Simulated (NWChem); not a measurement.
A series in which one site is exchanged, each optimised at PBE0/def2-SVP with NWChem, gas phase unless a solvent is named. 

A: F[SiH3] (SiH3F; site = Si)
B: [F][TiH3] (TiH3F; site = Ti)
C: CF (CH3F; site = C)
D: [F][GeH3] (GeH3F; site = Ge)

```tsv
quantity	A	B	C	D
orbital gap (eV), PBE0/def2-SVP	…	6.14	11.77	9.67
highest harmonic frequency (cm⁻¹), PBE0/def2-SVP	…	1785	3138	2189
vertical ionisation energy, ΔSCF, CAM-B3LYP/def2-SVP (eV)	…	11.66	12.89	12.34
```

Question: Some entries are withheld; supply them.

Answer: 
- orbital gap (eV), PBE0/def2-SVP, A: 10.08
- highest harmonic frequency (cm⁻¹), PBE0/def2-SVP, A: 2270
- vertical ionisation energy, ΔSCF, CAM-B3LYP/def2-SVP (eV), A: 12.57
